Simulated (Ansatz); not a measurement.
Job for Ansatz (a quantum-chemistry and plane-wave program): U-RI-MP2/aug-cc-pVQZ on C2H5 (SMILES [CH2]C), 2S+1 = 2. Files ending in .json are basis or fitting sets from the Basis Set Exchange.

Ansatz 0.2 input:
```yaml
crystal:
  periodic: [false, false, false]
  atoms:
    - {symbol: C, position_ang: [0.00550995, -0.00307714, -0.77443959]}
    - {symbol: C, position_ang: [0.00550995, -0.00307714, 0.71569982]}
    - {symbol: H, position_ang: [0.00550995, -1.01684444, 1.11670108]}
    - {symbol: H, position_ang: [0.37964525, 0.84547158, -1.32730429]}
    - {symbol: H, position_ang: [-0.88217468, 0.49798042, 1.12141209]}
    - {symbol: H, position_ang: [0.87299475, 0.52193057, 1.11660682]}
    - {symbol: H, position_ang: [-0.50718726, -0.77526005, -1.32801142]}
basis:
  gaussian:
    orbitals: aug-cc-pVQZ
    fitting: {mean_field: def2-universal-JKFIT, correlation: aug-cc-pVQZ-RIFIT.json}
magnetization: {spin_polarized: true, initial_magnetization: 1}
correlation: {method: mp2, electrons: outside_noble_gas}
scf: {omitted_lower_state_checks: [cluster_reference]}
```

Program output:

```
WARN ansatz: RAYON_NUM_THREADS=2 ignored (pool sized by the plan → 2); use --threads N
Functional definition: HF
these checks for a lower state are left out or cut short: cluster_reference
integrals: 0.45 GiB planned
240 factors; integrals over basis functions are off by at most 4.0e0 eV
mean field: 1.20 GiB planned
mean field evaluation 1: about -2137.4702 eV, gradient 2.0e1 eV
mean field evaluation 2: about -2139.3605 eV, gradient 7.6e0 eV
mean field evaluation 4: about -2139.7198 eV, gradient 5.5e-1 eV
mean field -2139.72562787 eV, -78.6334664659 hartree, gradient 2.3e-6 eV, S^2 0.763384; 0 other end points of the search recorded, 0 dependent functions left out
2 core orbitals not correlated
736 factors; their error is unknown
reference -2139.72562787 eV, -78.6334664659 hartree; 7, 6 occupied and 381, 382 virtual orbitals, 736 factors
second order -9.61545733 eV of doubles, -0.00000000 eV of singles
Total energy: -2149.34108520 eV, -78.9868280053 hartree
Checks for a lower state left out: cluster_reference
```

The calculation finished and met its thresholds.

Cost: around 7 core-seconds (rough).
